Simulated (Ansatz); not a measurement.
in.yaml

```yaml
crystal:
  periodic: [false, false, false]
  atoms:
    - {symbol: Fe, position_ang: [0.000000, 0.000000, 2.268399]}
    - {symbol: N, position_ang: [0.000000, 0.000000, -0.624601]}
    - {symbol: H, position_ang: [0.000000, 0.000000, -1.643799]}
basis:
  gaussian: {orbitals: def2-SVP}
magnetization: {spin_polarized: false}
correlation: {method: bccd, electrons: valence}
scf: {lower_state_search: off}
```

```sh
$ ansatz run in.yaml --threads 1 --pin off --events-out ev --progress --plain --max-ram 2393MiB
```

Output:

```
these checks for a lower state are left out or cut short: stability, starts, cluster_reference, orbital_swaps, neighbouring_geometries, increment
530 factors; integrals over basis functions are off by at most 8.6e-4 eV
mean field evaluation 1: about -35721.2593 eV, gradient 1.9e2 eV
mean field evaluation 2: about -35721.2729 eV, gradient 1.9e2 eV
mean field evaluation 4: about -35796.4858 eV, gradient 1.2e2 eV
mean field evaluation 8: about -35824.8404 eV, gradient 1.0e1 eV
mean field evaluation 16: about -35825.3892 eV, gradient 3.1e0 eV
mean field evaluation 32: about -35834.0030 eV, gradient 1.9e-2 eV
mean field -35834.03480736 eV, -1316.8764899893 hartree, gradient 2.2e-6 eV, S^2 0.000000; 0 other end points of the search recorded, 0 dependent functions left out
6 core orbitals not correlated: weight in the atoms' cores, before any rotation towards them, 1.000 or more for the frozen orbitals, at most 0.000 for the correlated occupied ones
reference -35834.03480736 eV, -1316.8764899893 hartree; 11, 11 occupied and 33, 33 virtual orbitals, 530 factors
second order -10.17814066 eV of doubles, -0.00000000 eV of singles
cycle   1  -11.01599280 eV  change   -8.4e-1 eV  update   9.2e-2
cycle   2  -11.47054417 eV  change   -4.5e-1 eV  update   4.8e-2
cycle   3  -11.60567215 eV  change   -1.4e-1 eV  update   2.9e-2
cycle   4  -11.65448227 eV  change   -4.9e-2 eV  update   2.1e-2
...
cycle  16  -11.81966058 eV  change    1.3e-3 eV  update   6.1e-4
cycle  17  -11.81923856 eV  change    4.2e-4 eV  update   3.6e-4
cycle  18  -11.81985903 eV  change   -6.2e-4 eV  update   1.7e-4
cycle  19  -11.81996543 eV  change   -1.1e-4 eV  update   8.5e-5
cycle  20  -11.82001289 eV  change   -4.7e-5 eV  update   5.9e-5
cycle  21  -11.82009484 eV  change   -8.2e-5 eV  update   3.6e-5
cycle  22  -11.82015401 eV  change   -5.9e-5 eV  update   2.6e-5
cycle  23  -11.82019445 eV  change   -4.0e-5 eV  update   2.0e-5
cycle  24  -11.82022700 eV  change   -3.3e-5 eV  update   1.5e-5
cycle  25  -11.82023414 eV  change   -7.1e-6 eV  update   1.4e-5
Total energy: -35845.85504150 eV, -1317.3108755818 hartree
Checks for a lower state left out: stability, starts, cluster_reference, orbital_swaps, neighbouring_geometries, increment
```

Ran on 1 thread of Intel Xeon 6975P-C, shared host: 1.5 s wall, 0.18 GiB peak host memory.
